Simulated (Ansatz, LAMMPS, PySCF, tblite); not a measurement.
## Ladder of methods for the bulk modulus B0 of 3C-SiC

Reference value: 229 GPa (measured, 0 K value with the zero-point phonon effect removed; as tabulated in Mejia-Rodriguez and Trickey (2018), arXiv:1807.09216).

| level (code) | value (GPa) | cell (Å³/atom) | error (%) |
|---|---|---|---|
| Gao–Weber SiC.gw (LAMMPS) | 234 | 10.36 | +2.2 |
| GFN1-xTB (tblite) | 205 | 11.27 | -10.5 |
| LDA (Ansatz) | 230 | 10.14 | +0.4 |
| PBE (Ansatz) | 213 | 10.50 | -7.0 |
| r²SCAN (Ansatz) | 227 | 10.33 | -0.9 |
| B3LYP (VWN-RPA form) (Ansatz) | 218 | 10.47 | -4.8 |
| HSE06 (Ansatz) | 233 | 10.28 | +1.7 |
| PBE0 (Ansatz) | 233 | 10.27 | +1.7 |
| r²SCAN0 (Ansatz) | 241 | 10.20 | +5.2 |
| Hartree–Fock (Ansatz) | 245 | 10.41 | +7.0 |
| MP2 (PySCF) | 233 ± 7 | 10.26 | +1.7 |
| CCSD (PySCF) | 232 ± 7 | 10.28 | +1.3 |

Once the reference is moved by up to 1.7 % (a margin picked here for doubts on the reference and the settings) and values within 1.7 % count as equal, the nearest can be LDA (+0.4 %), r²SCAN (-0.9 %), CCSD (+1.3 %), HSE06 (+1.7 %), PBE0 (+1.7 %), MP2 (+1.7 %) or Gao–Weber SiC.gw (+2.2 %). By the same margin the farthest can be GFN1-xTB (-10.5 %) or Hartree–Fock (+7.0 %). Within 15 %: Gao–Weber SiC.gw, GFN1-xTB, LDA, PBE, r²SCAN, B3LYP (VWN-RPA form), HSE06, PBE0, r²SCAN0, Hartree–Fock, MP2, CCSD.

A ± on a computed value is a rough bar: the spread of its extrapolation, a floor set from checks against published values, or a statistical error. GFN1-xTB: the method was fitted mainly to molecules. GFN1-xTB: the run uses a supercell at the zone centre in place of a k mesh. Each level is taken at its own relaxed cell. Cutoffs and k meshes differ between the levels. Ansatz's density-functional and Hartree–Fock values are scalar-relativistic unless marked +SOC, with PAW data made under PBE.

Empirical potentials (Gao–Weber SiC.gw) are fitted to chosen data: where that held the value shown, agreement is built in, and what lay outside the fit can be far off.

Differences are worked out from the printed values.

Ansatz is a first-principles code.
